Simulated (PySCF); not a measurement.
# Atomic charges by several schemes

Species: cyclopentanone, C₅H₈O.
Numbering: `[O:1]=[C:2]1[CH2:3][CH2:4][CH2:5][CH2:6]1` (hydrogens: H7, H8 on C3; H9, H10 on C4; H11, H12 on C5; H13, H14 on C6)

Structure used (GFN2-xTB), in Å, numbered top down from 1:
```
atom  x, y, z in Å
O1     0.3318    2.2980    1.0595
C2     0.1758    1.2168    0.5599
C3    -1.1531    0.5268    0.3304
C4    -0.8374   -0.6534   -0.5838
C5     0.5932   -1.0373   -0.1985
C6     1.2733    0.3059    0.0497
H7    -1.5142    0.1856    1.3037
H8    -1.8925    1.2179   -0.0715
H9    -1.5359   -1.4792   -0.4591
H10   -0.8676   -0.3340   -1.6270
H11    0.5844   -1.6246    0.7212
H12    1.0887   -1.6214   -0.9722
H13    1.6456    0.7365   -0.8831
H14    2.1073    0.2620    0.7487
```

Density: PBE0/pcSseg-1 (PySCF); schemes: Mulliken, IAO, Hirshfeld and ESP-fitted. One conformer (not necessarily the lowest) at the GFN2-xTB geometry, without solvent, vibrations or thermal averaging.

Problem. Atoms with like bonding are taken together and averaged. Which atoms carry the lowest charge in the Mulliken, IAO, Hirshfeld and ESP-fitted schemes?

Solution. All schemes agree: Mulliken O1 (-0.352); IAO O1 (-0.410); Hirshfeld O1 (-0.249); ESP-fitted O1 (-0.539).

Problem. At which atom do the 4 schemes differ most?

Solution. At C2: from +0.171 (Hirshfeld) to +0.616 e (ESP-fitted), 0.445 e apart.

Problem. Which atoms carry the highest charge in the Mulliken, IAO, Hirshfeld and ESP-fitted schemes?

Solution. All schemes agree: Mulliken C2 (+0.176); IAO C2 (+0.394); Hirshfeld C2 (+0.171); ESP-fitted C2 (+0.616).

Problem. What partial charge does each atom carry?

Solution. In e; atoms taken as equivalent share a row and are averaged (×n: the atom named and its like, n in all):

| atom | environment | Mulliken | IAO | Hirshfeld | ESP-fitted |
| --- | --- | --- | --- | --- | --- |
| O1 | ketone oxygen | -0.352 | -0.410 | -0.249 | -0.539 |
| C2 | ketone carbonyl carbon | +0.176 | +0.394 | +0.171 | +0.616 |
| C3/C6 | sp3 carbon next to a carbonyl | -0.227 | -0.330 | -0.080 | -0.229 |
| C4/C5 | ring CH2 carbon | -0.236 | -0.264 | -0.069 | -0.032 |
| H7/H8/H13/H14 | methylene hydrogen | +0.150 | +0.163 | +0.053 | +0.081 |
| H9/H10/H11/H12 | methylene hydrogen | +0.126 | +0.138 | +0.041 | +0.030 |

Mean size of the charges over all atoms: IAO 0.228 e, Mulliken 0.183 e, ESP-fitted 0.152 e, Hirshfeld 0.078 e. Each set sums to the total charge, 0, to within 0.001 e. The ESP scheme is a least-squares fit of atom-centred charges to the potential on four shells outside the van der Waals surface, with the total charge fixed.

Some averages cover members that differ in this geometry: C3/C6, ESP-fitted -0.245 to -0.213; H7/H8/H13/H14, ESP-fitted +0.068 to +0.093 e.

Problem. Sum the charges by element, for elements with more than one atom.

Solution. 
| element | atoms | Mulliken | IAO | Hirshfeld | ESP-fitted |
| --- | --- | --- | --- | --- | --- |
| C | 5 | -0.750 | -0.793 | -0.127 | +0.094 |
| H | 8 | +1.103 | +1.203 | +0.376 | +0.445 |

Problem. How closely do the schemes follow one another over all atoms?

Solution. Correlation coefficient and root-mean-square difference: Mulliken with IAO 0.98, 0.073 e; IAO with Hirshfeld 0.94, 0.161 e; Hirshfeld with ESP-fitted 0.93, 0.155 e; Mulliken with Hirshfeld 0.91, 0.112 e; IAO with ESP-fitted 0.84, 0.139 e; Mulliken with ESP-fitted 0.74, 0.162 e.

Problem. How many electrons does the Mulliken scheme count on C2?

Solution. Z − q = 6 − (+0.176) = 5.824.
